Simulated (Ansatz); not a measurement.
Results of PBE (plane waves, PAW; Ansatz, a first-principles code) for cubic perovskite SrTiO3 (cubic form, which distorts at low temperature).

Run with plane-wave cutoff 520 eV, 6×6×6 k mesh, perturbation theory, no spin polarisation, scalar-relativistic PAW data made under PBE.

Cell (relaxed at this level):

```xyz
5
Lattice="3.9365 0.0000 0.0000 0.0000 3.9365 0.0000 0.0000 0.0000 3.9365" Properties=species:S:1:pos:R:3 pbc="T T T"
Sr     0.0000     0.0000     0.0000
Ti     1.9682     1.9682     1.9682
O      1.9682     0.0000     1.9682
O      0.0000     1.9682     1.9682
O      1.9682     1.9682     0.0000
```

Q: Give the computed electronic dielectric constant ε∞.

A: 
electronic dielectric constant ε∞: 6.29

Measured, for comparison: high-frequency dielectric constant 5.2 (temperature not stated, no zero-point or thermal correction; as tabulated in Pishtshev (2010), arXiv:1006.0353). Computed (rounded) less measured: high-frequency dielectric constant +21 %.

Note: the relaxation could not lower the start's symmetry, so the cell can be a saddle point above a distorted one; the run finds an imaginary mode (145i cm⁻¹), so the cell is a saddle point at this level.

Cost on a shared machine: very roughly 6 core-minutes.
